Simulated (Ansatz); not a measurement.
This geometry of AlH3 (4 atoms, charge 0, multiplicity 1) is a first-order saddle point.

All numbers below come from RKS r2SCAN/def2-SVP in Ansatz.

```xyz
4
Properties=species:S:1:pos:R:3
Al -0.273 0.000 0.613
H 1.151 0.000 1.322
H 1.358 0.000 -0.111
H -0.667 0.000 -0.917
```

Problem. Which two structures does it join? (They come from a converged band through this point; their orientation in space is the band's.)

Solution. Bonds broken: Al1–H2, Al1–H3. Bonds formed: H2–H3. AlH3 becomes AlH + H2.

Initial state:

```xyz
4
Properties=species:S:1:pos:R:3
Al 0.392 0.000 0.226
H 0.392 0.000 1.815
H 1.768 0.000 -0.568
H -0.984 0.000 -0.568
```

Final state:

```xyz
4
Properties=species:S:1:pos:R:3
Al -0.817 -0.001 0.714
H 1.403 0.000 0.936
H 1.390 0.000 0.155
H -0.408 0.000 -0.899
```

Problem. How far does it lie above each of them?

Solution. 2.65 eV above the first and 1.14 eV above the second. This is the barrier of this one path; another mechanism may lie lower. The orbitals stay closed-shell, which can raise the energy where a bond breaks towards radicals; this wasn't checked here.

Run time: 39 s on 1 thread of Arm Neoverse V1 (shared host), peak memory 0.088 GiB.
